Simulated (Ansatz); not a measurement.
Relaxed structures of CH3NSi, closed shell (PBE0-D4/def2-TZVP; forces vanish, vibrations not checked; lower isomers may exist, and structures with a doubtful reference or unclear bonds are left out; Å). Program: Ansatz 0.2.0. Basis: def2-TZVPP. Cores are frozen in the correlated methods.

Rank them by CCSD(T) energy, lowest first, and give each one's height above the lowest. Links in brackets join atoms within 1.22 times the sum of their covalent radii (1.1 for two metals). (To be estimated.)
A.
CH₃NSi ([CH]1[NH][SiH]1)
```
6
angstrom
C -0.3559 -0.8652 -0.0814
N 0.7923 -0.8681 0.4534
Si 0.0813 0.9671 0.2150
H -0.9114 -1.7428 -0.4151
H 0.6122 1.1328 -1.2169
H 1.3918 -1.6731 0.6061
```
B.
CH₃NSi ([C]1[NH][SiH2]1)
```
6
angstrom
C 0.8464 -1.1406 0.3429
N -0.3552 -0.8817 -0.0875
Si 0.3578 0.6991 0.0959
H -1.0937 -1.5414 -0.3180
H 0.5537 1.4109 -1.1835
H -0.2657 1.5082 1.1630
```
C.
CH₃NSi ([CH]1[N][SiH2]1)
```
6
angstrom
C -0.4326 -0.9541 -0.1115
N 0.7695 -0.9590 0.3086
Si 0.1717 0.7131 0.0304
H -1.0982 -1.7954 -0.3091
H 0.7044 1.4490 -1.1323
H -0.1149 1.5464 1.2140
```
D.
CH₃NSi ([CH2][N][SiH])
```
6
angstrom
C 0.4683 0.7859 0.1172
N -0.2975 -0.1747 -0.1054
Si -1.4782 -1.2880 -0.4787
H -0.6104 -2.4652 -0.0412
H 1.1644 1.1520 -0.6437
H 0.4833 1.2942 1.0863
```

Computed: D (0.000 eV), C (0.297 eV), A (0.966 eV), B (1.450 eV). Heights count from the lowest.

The T1 diagnostic stays at or below 0.022.

For scale, one of the runs: CCSD(T)/def2-TZVPP, 146 basis functions, launched by `ansatz run in.yaml --threads 2 --pin off --events-out ev --progress --plain --max-ram 4352MiB`. Hardware: 2 CPU threads of an Arm Neoverse V2, shared host. Wall time 11 s; peak host memory 0.85 GiB.
